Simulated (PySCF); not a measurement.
**Static response to an electric field**

Species: carbonyl fluoride, CF2O.
Geometry (PBE0-D3(BJ)/def2-SVP, Å), atoms numbered from 1 in this order:
```
atom  x, y, z in Å
O1    -0.3473    1.0568    0.7936
C2    -0.0629    0.0280    0.3117
F3     0.9437   -0.7310    0.6569
F4    -0.6988   -0.5626   -0.6650
```

Level: CAM-B3LYP/def2-SVPD (PySCF), static field, nuclei fixed, core orbitals frozen in the response. The polarisability tensor in these axes (au):

```
x   17.20 -2.17  1.52
y   -2.17 20.49  2.92
z    1.52  2.92 17.11
```

Problem. What are the eigenvalues, a third of the trace, and Δα (Δα² = ½Σ(αi − αj)² over the three pairs)?

Solution. Principal values 13.71, 18.63 and 22.45 au; mean 18.27 au = 2.71 Å³ = 3.01 × 10⁻⁴⁰ C²·m²/J; Δα = 7.59 au (42 % of the mean).

Problem. What is the dipole moment, and where does it point?

Solution. (0.27, -0.97, -0.46) D, 1.11 D in size, pointing from the negative to the positive side. Measured along this direction, the outermost atoms are O1 at the negative end and F3 and F4 at the positive end.

Problem. What depolarisation ratio follows for Rayleigh scattering of linearly polarised light, taking the static tensor?

Solution. ρ = 3Δα²/(45ᾱ² + 4Δα²) = 172.9/(15015 + 230.5) = 0.0113.

Problem. What are the principal values of the traceless quadrupole moment, Θ = ½Σq(3rr − r²1), about the centre of nuclear charge?

Solution. -3.33, -0.17, 3.50 D·Å. The values depend on the origin, since the dipole doesn't vanish. The electronic extent ⟨r²⟩ about the same centre is 194 bohr², a root-mean-square distance of 1.30 Å for the 32 electrons.

Problem. Form Σ f/ω² (atomic units) for the 6 lowest TDDFT singlets, given as eV and f, and set it beside the mean polarisability, which is this sum over all singlets: 7.10, 0.0000; 9.23, 0.0314; 10.14, 0.1806; 10.33, 0.0074; 10.64, 0.0000; 10.84, 0.0089.

Solution. They add up to 1.68 au, 9.2 % of the 18.27 au; the largest single term is 1.30 au, from the state at 10.14 eV. Terms in order: 0.00, 0.27, 1.30, 0.05, 0.00, 0.06 au. Higher excitations give the rest. The strengths listed sum to 0.228.

Geometry: PBE0-D3(BJ)/def2-SVP; no solvent, vibrations or thermal averaging.
